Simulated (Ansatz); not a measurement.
A nudged elastic band was laid between two geometries of CH₅NSi (8 atoms, charge 0, multiplicity 1).

All numbers below come from RKS B3LYP-D4/def2-SVP in Ansatz.

- movable images: 5
- climbing image: yes
- spring: 5.0 eV/Å²
- optimiser: quadratic models (default)
- start path: through a guess of the saddle point
- force threshold: 0.05 eV/Å
- iteration limit: 60
- end points: relaxed

First end point:

```xyz
8
Properties=species:S:1:pos:R:3
C -0.874 0.502 -1.149
N -0.810 -0.226 -0.118
Si 0.612 -0.446 0.896
H -1.815 0.580 -1.727
H -0.028 1.104 -1.553
H 0.264 -0.007 2.275
H 1.799 0.333 0.409
H 0.944 -1.897 0.912
```

Last end point:

```xyz
8
Properties=species:S:1:pos:R:3
C -0.874 0.502 -1.149
N -0.809 -0.226 -0.118
Si 0.612 -0.446 0.896
H -0.028 1.105 -1.553
H -1.815 0.580 -1.727
H 0.263 -0.007 2.275
H 1.799 0.333 0.409
H 0.944 -1.897 0.912
```

What changes between the two ends?

No bond is made or broken. The dihedral H4–C1–N2–Si3 changes from -180 to 0° by way of a nearly straight angle C1–N2–Si3 (up to 178°), not by a turn about the bond. The two ends are copies of one structure, up to a mirror image or an exchange of like atoms.

Give the energies along the band, and the barrier.

It converged. The highest image is number 2 of 0 to 6, 0.282 eV above the ends, which have the same energy within 2 meV. The profile has 2 maxima (images 2, 5) with wells between them (image 4): this band takes more than one step, which may be the mechanism or a detour left from its start path. A vibrational analysis at the climbing image gives one clearly imaginary mode, 229i cm⁻¹: a first-order saddle point.

```
image  path coordinate (Å)  energy (eV)  angle C1–N2–Si3 (°)
    0                 0.00        0.000                  126
    1                 0.80        0.100                  142
    2                 1.60        0.282                  178
    3                 2.59        0.050                  138
    4                 3.58        0.045                  126
    5                 4.57        0.071                  126
    6                 5.56        0.000                  126
```

What is the geometry of the highest image?


```xyz
8
Properties=species:S:1:pos:R:3:forces:R:3
C -0.884 0.557 -1.303 0.03 0.03 -0.03
N -0.239 0.157 -0.314 -0.01 -0.04 -0.03
Si 0.686 -0.419 0.991 0.02 0.01 0.02
H -1.969 0.808 -1.260 -0.01 -0.01 0.00
H -0.427 0.698 -2.312 -0.02 0.00 0.04
H 0.069 -0.166 2.331 0.00 0.00 0.00
H 2.047 0.202 1.012 -0.01 -0.01 0.00
H 0.808 -1.893 0.799 0.00 0.01 0.00
```

The band took 25 iterations and about 4 core-minutes.

Run time: 4 min on 1 CPU thread of a shared host.
